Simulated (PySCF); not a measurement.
**Mayer bond orders and bond lengths**

Species: C6H11 (charge +1).
Numbering: `[CH3:1][C+:2]1[CH2:3][CH2:4][CH2:5][CH2:6]1` (hydrogens: H7, H8, H9 on C1; H10, H11 on C3; H12, H13 on C4; H14, H15 on C5; H16, H17 on C6)

Cartesian coordinates in Å at the PBE0-D3(BJ)/def2-SVP level; atoms count from 1:
```xyz
17
C6H11 angstrom
C      2.1365    0.4113   -0.2701
C      0.7139    0.1482   -0.1259
C     -0.3219    1.1581    0.0645
C     -1.6630    0.4243   -0.0395
C     -1.3131   -0.9881    0.4325
C      0.1080   -1.1771   -0.1071
H      2.3731    1.4384   -0.5748
H      2.6310   -0.3376   -0.9088
H      2.5695    0.2444    0.7407
H     -0.1662    2.0914   -0.5004
H     -0.1315    1.4460    1.1312
H     -2.4544    0.9044    0.5497
H     -1.9929    0.4175   -1.0913
H     -1.2944   -1.0437    1.5333
H     -2.0062   -1.7602    0.0753
H      0.7434   -1.9878    0.2834
H      0.0541   -1.3655   -1.2125
```

Bond orders from the PBE0/pcSseg-1 density (PySCF). Isolated species at its PBE0-D3(BJ)/def2-SVP geometry (one conformer only).

Question: How far do the computed orders between heavy atoms stray from the drawn ones?

Answer: The largest departure is 0.151, at C1–C2 (drawn single, 1.151). Drawn single, order above 1.12: C1–C2 (1.151). The SMILES, with its formal charges, is one Lewis structure only.

Question: Give the Mayer order of every bond between heavy atoms, beside its length.

Answer: 
```json
{"bond": "C1–C2", "drawn as": "single", "length (Å)": "1.454", "Mayer order": "1.151"}
{"bond": "C2–C3", "drawn as": "single", "length (Å)": "1.459", "Mayer order": "1.093"}
{"bond": "C3–C4", "drawn as": "single", "length (Å)": "1.532", "Mayer order": "1.001"}
{"bond": "C4–C5", "drawn as": "single", "length (Å)": "1.530", "Mayer order": "1.012"}
{"bond": "C5–C6", "drawn as": "single", "length (Å)": "1.532", "Mayer order": "0.999"}
{"bond": "C6–C2", "drawn as": "single", "length (Å)": "1.457", "Mayer order": "1.093"}
```

By pair of heavy elements: C–C: lowest C5–C6 and C3–C4 (0.999, 1.532 Å), highest C1–C2 (1.151, 1.454 Å). Bonds named together lie within 0.004.

Question: And the bonds to hydrogen?

Answer: C–H: 0.82 to 0.94 (11 bonds).

Question: Sum the orders of all bonds at each heavy atom with more than one neighbour and set the sums beside the valence in the SMILES.

Answer: C1 3.853 (drawn 4), C2 3.337 (drawn 3), C3 3.838 (drawn 4), C4 3.892 (drawn 4), C5 3.890 (drawn 4), C6 3.837 (drawn 4). Orders between atoms that aren't bonded are not in these sums.

The Mayer order sums products of elements of PS (density times overlap matrix) between the two atoms' basis functions, so it depends on the basis set.

These values come from a run that also computed NMR shieldings. On one thread of an Arm Neoverse V2, on a shared host, this took 16 s of wall time.
